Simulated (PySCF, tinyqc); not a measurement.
FCI on RHF in the sto-6g basis, frozen core, for OH-, spin multiplicity 1, step by step. The basis has no diffuse functions, so it cannot describe the extra electron: this is an exercise in the method, not the real anion. The lowest restricted solution is unstable here: a spin-polarised one lies 0.0002 hartree lower (PySCF). One step of it, computed by the program tinyqc.

Question. Iteration 1: building the Fock matrix. J_ij = sum D_kl (ij|kl), K_ij = sum D_kl (ik|jl); F = H + J - 0.5 K; E = tr D H + tr D J / 2 - 0.25 tr D K + E_nn.

D at the start:
```
,1O 1s,1O 2s,1O 2px,1O 2py,1O 2pz,2H 1s
1O 1s,2.381786,-0.546723,0.000000,0.000000,0.006888,-0.014910
1O 2s,-0.546723,2.365593,0.000000,0.000000,-0.036676,0.069800
1O 2px,0.000000,0.000000,1.455282,0.000000,0.000000,0.000000
1O 2py,0.000000,0.000000,0.000000,1.455282,0.000000,0.000000
1O 2pz,0.006888,-0.036676,0.000000,0.000000,1.398298,0.146300
2H 1s,-0.014910,0.069800,0.000000,0.000000,0.146300,1.109224
```

core Hamiltonian H = T + V (hartree):
```
,1O 1s,1O 2s,1O 2px,1O 2py,1O 2pz,2H 1s
1O 1s,-32.286987,-7.129563,0.000000,0.000000,-0.006805,-0.505987
1O 2s,-7.129563,-8.513437,0.000000,0.000000,-0.080970,-1.335988
1O 2px,0.000000,0.000000,-6.811156,0.000000,0.000000,0.000000
1O 2py,0.000000,0.000000,0.000000,-6.811156,0.000000,0.000000
1O 2pz,-0.006805,-0.080970,0.000000,0.000000,-6.850734,-1.094100
2H 1s,-0.505987,-1.335988,0.000000,0.000000,-1.094100,-3.305978
```

Two-electron integrals (ij|kl) in chemists' order, unique and non-zero (hartree):
```
i,j,k,l,(ij|kl)
1,1,1,1,4.787491
2,1,1,1,0.675884
2,1,2,1,0.121505
2,2,1,1,1.117379
2,2,2,1,0.249212
2,2,2,2,0.817383
3,1,3,1,0.025762
3,2,3,1,0.039145
3,2,3,2,0.180664
3,3,1,1,1.117381
3,3,2,1,0.249212
3,3,2,2,0.817382
3,3,3,3,0.880663
4,1,4,1,0.025762
4,2,4,1,0.039145
4,2,4,2,0.180664
4,3,4,3,0.047461
4,4,1,1,1.117381
4,4,2,1,0.249212
4,4,2,2,0.817382
4,4,3,3,0.785741
4,4,4,4,0.880663
5,1,5,1,0.025762
5,2,5,1,0.039145
5,2,5,2,0.180664
5,3,5,3,0.047461
5,4,5,4,0.047461
5,5,1,1,1.117381
5,5,2,1,0.249212
5,5,2,2,0.817382
5,5,3,3,0.785741
5,5,4,4,0.785741
5,5,5,5,0.880663
6,1,1,1,0.050510
6,1,2,1,0.008718
6,1,2,2,0.017543
6,1,3,3,0.017507
6,1,4,4,0.017507
6,1,5,1,0.000427
6,1,5,2,0.000843
6,1,5,5,0.017613
6,1,6,1,0.000637
6,2,1,1,0.150217
6,2,2,1,0.034107
6,2,2,2,0.127507
6,2,3,3,0.125286
6,2,4,4,0.125286
6,2,5,1,0.002732
6,2,5,2,0.021857
6,2,5,5,0.131951
6,2,6,1,0.002470
6,2,6,2,0.027314
6,3,3,1,0.003403
6,3,3,2,0.020352
6,3,5,3,0.004305
6,3,6,3,0.003424
6,4,4,1,0.003403
6,4,4,2,0.020352
6,4,5,4,0.004305
6,4,6,4,0.003424
6,5,1,1,0.122011
6,5,2,1,0.028044
6,5,2,2,0.111536
6,5,3,3,0.106950
6,5,4,4,0.106950
6,5,5,1,0.005244
6,5,5,2,0.037371
6,5,5,5,0.120708
6,5,6,1,0.002103
6,5,6,2,0.028981
6,5,6,5,0.033689
6,6,1,1,0.354304
6,6,2,1,0.081849
6,6,2,2,0.351130
6,6,3,3,0.340356
6,6,4,4,0.340356
6,6,5,1,0.006568
6,6,5,2,0.074918
6,6,5,5,0.372677
6,6,6,1,0.005941
6,6,6,2,0.106158
6,6,6,5,0.127441
6,6,6,6,0.774999
```

nuclear repulsion = 2.84695204 hartree

Give: Coulomb J; exchange K; Fock matrix F; total energy of this density.

Answer.

Coulomb J (hartree):
```
,1O 1s,1O 2s,1O 2px,1O 2py,1O 2pz,2H 1s
1O 1s,18.570,3.244,0.000,0.000,0.007,0.235
1O 2s,3.244,8.284,0.000,0.000,0.084,1.300
1O 2px,0.000,0.000,8.272,0.000,0.000,0.000
1O 2py,0.000,0.000,0.000,8.272,0.000,0.000
1O 2pz,0.007,0.084,0.000,0.000,8.307,1.156
2H 1s,0.235,1.300,0.000,0.000,1.156,4.003
```

exchange K (hartree):
```
,1O 1s,1O 2s,1O 2px,1O 2py,1O 2pz,2H 1s
1O 1s,11.063,1.695,0.000,0.000,0.003,0.139
1O 2s,1.695,2.782,0.000,0.000,0.031,0.559
1O 2px,0.000,0.000,1.871,0.000,0.000,0.000
1O 2py,0.000,0.000,0.000,1.871,0.000,0.000
1O 2pz,0.003,0.031,0.000,0.000,1.893,0.434
2H 1s,0.139,0.559,0.000,0.000,0.434,1.030
```

Fock matrix F (hartree):
```
,1O 1s,1O 2s,1O 2px,1O 2py,1O 2pz,2H 1s
1O 1s,-19.249,-4.733,0.000,0.000,-0.002,-0.340
1O 2s,-4.733,-1.621,0.000,0.000,-0.012,-0.316
1O 2px,0.000,0.000,0.525,0.000,0.000,0.000
1O 2py,0.000,0.000,0.000,0.525,0.000,0.000
1O 2pz,-0.002,-0.012,0.000,0.000,0.510,-0.155
2H 1s,-0.340,-0.316,0.000,0.000,-0.155,0.182
```

total energy of this density = -79.62250 hartree

This density is the starting one; it is not idempotent, so its energy is not variational and may lie below the converged one.
